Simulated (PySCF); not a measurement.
# Broadened absorption spectrum of 1-chloro-1-propene(E)

1-chloro-1-propene(E), C3H5Cl.
InChI=1S/C3H5Cl/c1-2-3-4/h2-3H,1H3/b3-2+

Computed with TDDFT CAM-B3LYP/def2-SVPD, vertical, gas phase, core orbitals frozen in the response (PySCF 2.14.0, density-fitted response routines). Isolated species at its PBE0-D3(BJ)/def2-SVP geometry, gas phase.

Computed states:

```tsv
state	E (eV)	f
S1	6.58	0.0005
S2	6.71	0.366
S3	7.17	0.0003
S4	7.44	0.0006
S5	7.52	0.0004
S6	7.83	0.0000
S7	8.12	0.0041
S8	8.62	0.0028
S9	8.74	0.0001
S10	8.86	0.046
```

Each state is given a Gaussian of 0.3 eV full width at half maximum, with ε(max) = 2.175×10⁸ f / Δν̃ (Δν̃ the width in cm⁻¹). The cross-section is σ = 3.8235×10⁻²¹ ε cm², given in Mb (10⁻¹⁸ cm²). The width is an assumption, not a result. The curve ends short of the highest state used, and states not computed would add to its high-energy end.

Question: What does the envelope look like, and where are its maxima?

Answer: 
```
E (eV)  σ (Mb)
  6.13    0.00
  6.16    0.01
  6.20    0.04
  6.24    0.13
  6.28    0.40
  6.32    1.09
  6.36    2.71
  6.40    6.15
  6.44   12.64
  6.48   23.55
  6.51   35.23
  6.55   55.32
  6.59   78.72
  6.63  101.53
  6.67  118.68
  6.71  125.72
  6.75  120.69
  6.79  104.98
  6.82   88.64
  6.86   64.90
  6.90   43.06
  6.94   25.90
  6.98   14.13
  7.02    7.01
  7.06    3.19
  7.10    1.36
  7.14    0.58
  7.17    0.34
  7.21    0.21
  7.25    0.19
  7.29    0.21
  7.33    0.24
  7.37    0.29
  7.41    0.33
  7.45    0.35
  7.49    0.35
  7.52    0.33
  7.56    0.28
  7.60    0.22
  7.64    0.16
  7.68    0.11
  7.72    0.08
  7.76    0.07
  7.80    0.09
  7.83    0.13
  7.87    0.22
  7.91    0.38
  7.95    0.60
  7.99    0.85
  8.03    1.11
  8.07    1.31
  8.11    1.40
  8.15    1.35
  8.18    1.24
  8.22    1.02
  8.26    0.77
```

Maxima: 185 nm (6.71 eV), ε about 33000, made up of S2 (100%); 166 nm (7.47 eV), ε about 93, made up of S4 (59%) and S5 (39%); 153 nm (8.12 eV), ε about 370, made up of S7 (100%) (ε in L mol⁻¹ cm⁻¹; maxima over ε = 5, shares over 10%).

Question: Coming from long wavelengths, where does ε first pass 100 L mol⁻¹ cm⁻¹?

Answer: At about 197 nm (6.28 eV), 0.30 eV below S1.

Question: What would ε be at 6.71 eV, the highest of these maxima, with half the width (0.15 eV)?

Answer: About 65600 L mol⁻¹ cm⁻¹ against 32900, a factor of about 2.00; a lone state at its own centre would give exactly 2.

Question: On this curve, what absorbance would a 10⁻⁵ mol/L sample give at 193 nm over a 1 cm path?

Answer: 193 nm is 6.424 eV, where ε is about 2500 L mol⁻¹ cm⁻¹, so A = ε c l ≈ 0.025 (Beer–Lambert, with the gas-phase spectrum and the assumed width).

All these states lie below the vertical ionisation energy of 9.45 eV (ΔSCF).
